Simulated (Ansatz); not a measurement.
Saddle point of HCl$_{2}$, doublet (HCl + Cl → HCl + Cl; bonds formed: H1–Cl3; bonds broken: H1–Cl2), PBE0-D4/def2-TZVP structure:

| atom | x (Å) | y (Å) | z (Å) |
| --- | --- | --- | --- |
| H1 | 0.1767 | 0.3444 | 0.0790 |
| Cl2 | 1.0973 | -0.6661 | -0.5379 |
| Cl3 | -1.2740 | 0.3217 | 0.4589 |

Energies are electronic, without zero-point energy. Barriers and step energies count from the start structure reached by relaxing down the imaginary mode; all methods use the PBE0-D4 structures, on which another method's saddle can fall below an end. Computed with Ansatz 0.2.0 (basis: def2-TZVPP, with def2-QZVPP for the basis limit); correlated methods freeze the cores; orbitals are unrestricted. B3LYP uses VWN-RPA correlation. Extrapolation: Hartree–Fock as exp(−7.88 √X), correlation as X^−2.97.

| method | barrier (kcal/mol) | step energy (kcal/mol) |
| --- | --- | --- |
| SPW92 | -1.54 | 0.00 |
| PBE-D4 | 1.99 | 0.00 |
| BLYP-D4 | 3.88 | 0.00 |
| r2SCAN-D4 | 4.37 | 0.00 |
| B97M-V | 7.63 | 0.00 |
| PBE0-D4 | 6.13 | 0.00 |
| B3LYP-D4 | 6.92 | 0.00 |
| r2SCAN0-D4 | 7.72 | 0.00 |
| BHLYP-D4 | ? | 0.00 |
| CAM-B3LYP-D4 | 9.10 | 0.00 |
| wB97X-V | 10.14 | 0.00 |
| wB97M-V | 9.83 | 0.00 |
| B2PLYP | 8.78 | 0.00 |
| PBE-QIDH | ? | 0.00 |
| RPA on PBE | ? | 0.00 |
| HF | 21.95 | 0.00 |
| MP2 | 11.93 | 0.00 |
| CCSD | 12.79 | 0.00 |
| CCSD(T) | 10.68 | 0.00 |

Problem. Fill in the withheld barriers. (Judge from chemistry; the value comes from the calculation.)

Solution. By the calculation: RPA on PBE 8.15; PBE-QIDH 9.93; BHLYP-D4 11.91 kcal/mol. Each is the energy of the saddle less that of the start structure, by the same method.

For comparison, the barrier by CCSD(T) at an estimated basis limit (MP2 extrapolated from triple and quadruple zeta, plus CCSD(T) − MP2 in triple zeta) is 10.51 kcal/mol.

No T1 diagnostic of these runs exceeds 0.026. ⟨S²⟩ of the unrestricted Hartree–Fock references: 0.76 to 0.80 (a pure state has 0.75). The unrestricted reference is spin-contaminated, which hurts MP2 most.

For scale, one of the runs: CCSD(T)/def2-TZVPP, 98 basis functions, launched by `ansatz run in.yaml --threads 2 --pin off --events-out ev --progress --plain --max-ram 4352MiB`. Hardware: 2 CPU threads of an Arm Neoverse V1, shared host. Wall time about 6.5 s.
